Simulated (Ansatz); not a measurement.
Input file:

```yaml
crystal:
  periodic: [false, false, false]
  atoms:
    - {symbol: B, position_ang: [0.000000, 0.000000, 0.008418]}
    - {symbol: O, position_ang: [0.000000, 0.000000, -1.189543]}
    - {symbol: H, position_ang: [0.000000, 0.000000, 1.181125]}
basis:
  gaussian: {orbitals: cc-pVTZ}
magnetization: {spin_polarized: false}
correlation: {method: ccsdt_q, electrons: outside_noble_gas}
```

```sh
$ ansatz run in.yaml --threads 1 --pin off --events-out ev --progress --plain --max-ram 2393MiB
```

The program prints:

```
874 factors; integrals over basis functions are off by at most 1.6e-7 eV
mean field evaluation 1: about -2723.0660 eV, gradient 4.2e1 eV
mean field evaluation 2: about -2723.0667 eV, gradient 4.2e1 eV
mean field evaluation 4: about -2726.6745 eV, gradient 2.3e0 eV
mean field evaluation 8: about -2726.7007 eV, gradient 1.2e-1 eV
mean field evaluation 16: about -2726.6968 eV, gradient 4.5e-1 eV
mean field -2726.70077859 eV, -100.2044053891 hartree, gradient 2.1e-6 eV, S^2 0.000000; 0 other end points of the search recorded, 0 dependent functions left out
2 core orbitals not correlated: weight in the atoms' cores, before any rotation towards them, 1.000 or more for the frozen orbitals, at most 0.000 for the correlated occupied ones
reference -2726.70077859 eV, -100.2044053891 hartree; 5, 5 occupied and 67, 67 virtual orbitals, 874 factors
second order -8.99365910 eV of doubles, -0.00000000 eV of singles
cycle   1  -8.72499863 eV  change    2.7e-1 eV  update   1.1e-1
cycle   2  -9.21014427 eV  change   -4.9e-1 eV  update   6.6e-2
cycle   3  -9.54050571 eV  change   -3.3e-1 eV  update   2.2e-2
cycle   4  -9.50055088 eV  change    4.0e-2 eV  update   7.7e-3
cycle   5  -9.48070130 eV  change    2.0e-2 eV  update   3.1e-3
cycle   6  -9.48430124 eV  change   -3.6e-3 eV  update   1.3e-3
cycle   7  -9.48746401 eV  change   -3.2e-3 eV  update   3.4e-4
cycle   8  -9.48742390 eV  change    4.0e-5 eV  update   1.5e-4
cycle   9  -9.48722999 eV  change    1.9e-4 eV  update   5.3e-5
cycle  10  -9.48726832 eV  change   -3.8e-5 eV  update   2.4e-5
cycle  11  -9.48721843 eV  change    5.0e-5 eV  update   9.7e-6
cycle  12  -9.48721130 eV  change    7.1e-6 eV  update   3.7e-6
cycle  13  -9.48720886 eV  change    2.4e-6 eV  update   1.7e-6
cycle  14  -9.48720979 eV  change   -9.4e-7 eV  update   7.0e-7
perturbative correction -0.02582422 eV, -0.0009490227 hartree
Total energy: -2736.21381261 eV, -100.5540029410 hartree
```

Ran on 1 thread of Arm Neoverse V1, shared host: 51 s wall, 0.73 GiB peak host memory.
